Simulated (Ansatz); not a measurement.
Two isomers of C3H5NO: A = `CC1(O)C=N1`, B = `CC(=N)C=O`.

Program: Ansatz. Geometries: PBE0-D4/def2-TZVP. ΔE: electronic, gas phase. CCSD(T)/CBS adds triple-zeta CCSD(T) − MP2 to the extrapolated MP2 energy (def2 sets, frozen cores). Functionals use def2-TZVPP. B3LYP here is the variant with VWN-RPA as its local correlation; programs differ in this. One conformer a species, not always the lowest.

Task: Which isomer does CCSD(T)/CBS put lower? Give the gap. (Best estimate.)

Result: Computed: B, by 114.5 kJ/mol.

Task: Give E(B) − E(A) in kJ/mol with PBE-D4, MP2/def2-TZVPP, ωB97M-V, B3LYP-D4, B3LYP, CCSD(T)/def2-TZVPP, CCSD(T)/def2-SVP. (An estimate is asked.)

Result: Computed: PBE-D4 -115.0, MP2/def2-TZVPP -108.4, ωB97M-V -114.6, B3LYP-D4 -130.6, B3LYP -130.7, CCSD(T)/def2-TZVPP -119.9, CCSD(T)/def2-SVP -131.1. None reverses the order clearly.

Task: Does the order hold for the free energy at 298.15 K (harmonic terms from PBE0-D4)? (Best estimate.)

Result: Computed: Yes: G(B) − G(A) = -115.0 kJ/mol, for one conformer each.

Largest T1 diagnostic: 0.014.

From r2SCAN to r2SCAN0 (25 % exact exchange), in def2-TZVPP and without D4, E(B) − E(A) moves by +5.7 kJ/mol. In def2-TZVPP, CCSD(T) changes the Hartree–Fock value by +19.0 kJ/mol (the triples alone add +0.3 kJ/mol) and MP2 by +30.4 kJ/mol.
